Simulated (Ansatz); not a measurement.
Input file for C$_{3}$H$_{7}$FO, SMILES `COCCF`:

```yaml
crystal:
  periodic: [false, false, false]
  atoms:
    - {symbol: C, position_ang: [-0.444502, 1.087402, 1.482399]}
    - {symbol: O, position_ang: [-0.468259, 0.734612, 0.126430]}
    - {symbol: C, position_ang: [0.248361, -0.438414, -0.136064]}
    - {symbol: C, position_ang: [0.147597, -0.704142, -1.618613]}
    - {symbol: F, position_ang: [0.842801, -1.859310, -1.916767]}
    - {symbol: H, position_ang: [0.581113, 1.267773, 1.832431]}
    - {symbol: H, position_ang: [-0.892174, 0.303949, 2.109081]}
    - {symbol: H, position_ang: [-1.023352, 2.004167, 1.593685]}
    - {symbol: H, position_ang: [1.305256, -0.331931, 0.151353]}
    - {symbol: H, position_ang: [-0.165328, -1.291195, 0.423061]}
    - {symbol: H, position_ang: [0.581757, 0.120579, -2.190024]}
    - {symbol: H, position_ang: [-0.895369, -0.838591, -1.917471]}
basis:
  gaussian: {orbitals: def2-TZVPP}
correlation: {method: ccsd_t}
```

```sh
$ ansatz run in.yaml --threads 4 --pin off --events-out ev --progress --plain --max-ram 10444MiB
```

The program prints (abridged):

```
Functional definition: HF
1524 factors; integrals over basis functions are off by at most 1.1e-3 eV
mean field evaluation 1: about -7945.0599 eV, gradient 3.3e1 eV
mean field evaluation 2: about -7945.3230 eV, gradient 3.3e1 eV
mean field evaluation 4: about -7947.8603 eV, gradient 4.7e0 eV
mean field evaluation 8: about -7947.9086 eV, gradient 2.0e-1 eV
mean field -7947.90875465 eV, -292.0802594474 hartree, gradient 2.9e-6 eV, S^2 0.000000; 0 other end points of the search recorded, 0 dependent functions left out
5 core orbitals not correlated: weight in the atoms' cores, before any rotation towards them, 1.000 or more for the frozen orbitals, at most 0.000 for the correlated occupied ones
reference -7947.90875465 eV, -292.0802594474 hartree; 16, 16 occupied and 232, 232 virtual orbitals, 1524 factors
second order -27.30138262 eV of doubles, -0.00000000 eV of singles
cycle   1  -27.59722854 eV  change   -3.0e-1 eV  update   1.0e-1
cycle   2  -28.19981280 eV  change   -6.0e-1 eV  update   2.8e-2
cycle   3  -28.33272305 eV  change   -1.3e-1 eV  update   1.3e-2
cycle   4  -28.32270974 eV  change    1.0e-2 eV  update   2.5e-3
cycle   5  -28.32252251 eV  change    1.9e-4 eV  update   1.0e-3
cycle   6  -28.32331840 eV  change   -8.0e-4 eV  update   2.9e-4
cycle   7  -28.32321809 eV  change    1.0e-4 eV  update   1.1e-4
cycle   8  -28.32316432 eV  change    5.4e-5 eV  update   3.7e-5
cycle   9  -28.32317254 eV  change   -8.2e-6 eV  update   1.4e-5
perturbative correction -0.98976187 eV, -0.0363730777 hartree
Total energy: -7977.22168906 eV, -293.1574899179 hartree
```

Run time 2.2 min (4 threads of an AMD EPYC 7B13 on a shared host); peak host memory 6.1 GiB.

The correlation energy is -29.313 eV, 3.4 % of it from (T); the T1 diagnostic reads 0.0102.
